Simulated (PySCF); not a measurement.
| atom | x (Å) | y (Å) | z (Å) |
| --- | --- | --- | --- |
| O | 0.0257 | 0.7189 | -0.0495 |
| O | -0.0017 | -0.7043 | -0.0491 |
| H | 0.8371 | 0.8614 | 0.3992 |
| H | -0.8594 | -0.8583 | 0.4205 |

Basis set: cc-pVTZ (spherical functions). Left uncorrelated: 2 orbitals. Charge 0, multiplicity 1.

Starred EOM-CCSD(T)(a) on the restricted Hartree–Fock determinant with PySCF 2.14.0; the energies are vertical.

Problem. The solver was asked for the few lowest roots only. Give the ionization energies of singlet H2O2 among them whose weight of singles is over 0.7.

Solution.

```
root  energy (eV)  weight of singles
   1        11.13               0.95
   2        12.69               0.95
   3        15.31               0.95
```

Higher main lines weren't sought.
